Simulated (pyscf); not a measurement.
Elementary routes open to H₂O (SMILES O) + O=Ge: (SMILES [O]=[Ge]) [singlet] in the gas phase (singlet surface):
A. HO–Ge:–OH (SMILES [OH][Ge][OH]) [singlet] (H–O broken; Ge–O, H–O formed)
B. O=GeH–OH (SMILES [O]=[GeH][OH]) (H–O broken; Ge–O, Ge–H formed)

Optimised with ωB97X-D3(BJ)/def2-SVP in PySCF. MP2 and CC: frozen core, UHF for open shells. ΔMP2 is the change of the MP2 total energy from the triple- to the quadruple-zeta basis.

Rank the routes by free-energy barrier at 900 K, lowest first, for CCSD(T)/def2-TZVPP + ΔMP2(QZVPP) energies (ideal gas, 1 atm, RRHO with modes under 100 cm⁻¹ raised to 100, one conformer, R ln 2 for chiral ones without a mode under 150 cm⁻¹).

A (28.8 kcal/mol), B (77.4 kcal/mol)

Route A is the fastest of these, ahead of the next by 48.6 kcal/mol. The most stable products are those of A (ΔG = -5.4 kcal/mol), so kinetics and thermodynamics agree. At 298 K A is still the fastest. A: On the reactant side the descent ends in a bound adduct, 9.8 kcal/mol under the separated species and 7.0 kcal/mol under the saddle at ωB97X-D3(BJ)/def2-TZVP. B: On the reactant side the descent ends in a bound adduct, 9.8 kcal/mol under the separated species and 61.3 kcal/mol under the saddle at ωB97X-D3(BJ)/def2-TZVP. Only these routes are compared; each barrier is that of the saddle found, and lower ones may exist. The CCSD(T) − MP2 part came from Ansatz, without density fitting, on the same reference. The frozen core leaves the outer d or s,p core shells of the metals and heavy elements correlated in the MP2 and CC values, and def2-TZVPP describes them poorly, which can shift differences by a few kcal/mol. Elements up to Kr have no core potential and no relativistic terms here.
